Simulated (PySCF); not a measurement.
CF⁺ at B97-3

Level: B97-3. C def2-TZVPPD, F def2-TZVPPD; no relativity (PySCF 2.14).

```
state                                                                                                             : ¹Σ⁺ (singlet), closed shell
bond length                                                                                                       : 1.152 Å
harmonic wavenumber                                                                                               : 1824 cm⁻¹
force constant                                                                                                    : 14.4 mdyn/Å
rotational constant Be                                                                                            : 1.726 cm⁻¹
anharmonicity ωexe                                                                                                : 12.4 cm⁻¹
vibration–rotation constant αe                                                                                    : 0.0181 cm⁻¹
well depth De to C⁺ + F                                                                                           : 7.97 eV
dissociation energy D0                                                                                            : 7.85 eV
HOMO–LUMO gap                                                                                                     : 9.71 eV
bond order (Mayer)                                                                                                : 1.79
dipole moment (positive dipole points towards F; it is taken about the centre of mass and depends on that origin) : -1.01 D
```

For an ion De counts to the pair picked by the measured ionisation energies or electron affinities, which need not be the lowest pair at this level.
